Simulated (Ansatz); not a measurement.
Input for Ansatz (an electronic-structure program): U-wB97M-V/def2-TZVPP on nitrogen dioxide (SMILES [O]N=O), 2S+1 = 2, atoms moved off the minimum.

Ansatz 0.2 input:
```yaml
crystal:
  periodic: [false, false, false]
  atoms:
    - {symbol: O, position_ang: [1.18634740, 0.02219688, -0.05111158]}
    - {symbol: N, position_ang: [-0.00714190, 0.37361287, 0.06072104]}
    - {symbol: O, position_ang: [-0.98781369, -0.07263619, -0.02544909]}
basis:
  gaussian:
    orbitals: def2-TZVPP
hamiltonian:
  xc: {name: wB97M-V}
magnetization: {spin_polarized: true, initial_magnetization: 1}
output: {forces: true}
```

The head of its log:

```
WARN ansatz: RAYON_NUM_THREADS=1 ignored (pool sized by the plan → 1); use --threads N
Functional definition: wB97M-V
integrals: 0.02 GiB planned
457 factors; their error is unknown
integrals: 0.06 GiB planned
84 factors; integrals over basis functions are off by at most 1.9e-5 eV
mean field: 0.35 GiB planned
mean field evaluation 1: about -5578.2346 eV, gradient 2.9e1 eV
mean field evaluation 2: about -5576.2329 eV, gradient 3.9e1 eV
```

Q: What total energy does the run end on?

A: -205.0907 hartree.
